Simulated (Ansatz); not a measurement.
## A ladder of methods for SiH (SMILES [SiH])

SiH has 2 atoms, charge 0, and is taken as a doublet. SMILES: `[SiH]`. The coordinates come from a PBE0-D4/def2-TZVP relaxation.

```jsonl
{"atom": "Si", "x (Å)": "0.0000", "y (Å)": "0.0000", "z (Å)": "-0.0076"}
{"atom": "H", "x (Å)": "0.0000", "y (Å)": "0.0000", "z (Å)": "1.5241"}
```

Quantity: the vertical electron affinity (to the singlet anion), in eV. The values are calculated.

The electron affinity is E(neutral) − E(anion): positive where the electron is bound.

| level | kind | program | value (eV) | CPU time (all runs) |
| --- | --- | --- | --- | --- |
| UHF/def2-TZVPPD | Hartree–Fock | Ansatz | -0.91 | 1.5 s |
| U-r2SCAN/def2-TZVPPD | meta-GGA | Ansatz | 0.03 | 8.9 s |
| UPBE0/def2-TZVPPD | global hybrid | Ansatz | 0.06 | 3.5 s |
| UHSE06/def2-TZVPPD | range-separated hybrid | Ansatz | 0.06 | 5 s |
| UPBE-QIDH/def2-TZVPPD | double hybrid | Ansatz | 0.05 | 4.7 s |
| RPA@PBE0/def2-TZVPPD | RPA | Ansatz | 0.16 | 4.9 s |
| UMP2/def2-TZVPPD | perturbation theory | Ansatz | -0.04 | 1.6 s |
| UCCSD/def2-TZVPPD | coupled cluster or CI | Ansatz | 0.06 | 3.2 s |
| FCI/3-21G | exact in the basis | Ansatz | -0.75 | 0.85 s |

Where it was recorded, the anion's HOMO is positive in UHF/def2-TZVPPD, UPBE0/def2-TZVPPD, UHSE06/def2-TZVPPD, UPBE-QIDH/def2-TZVPPD: a fault of the level (basis or self-interaction), which says nothing on whether the real anion is bound. The values span -0.91 to 0.16 eV. High-level rows in very small sets aren't better than simpler rows in larger ones. In so small a basis fixed costs decide the times, and correlated methods can beat functionals. CPU times are rough (shared hosts, several kinds of processor and program).
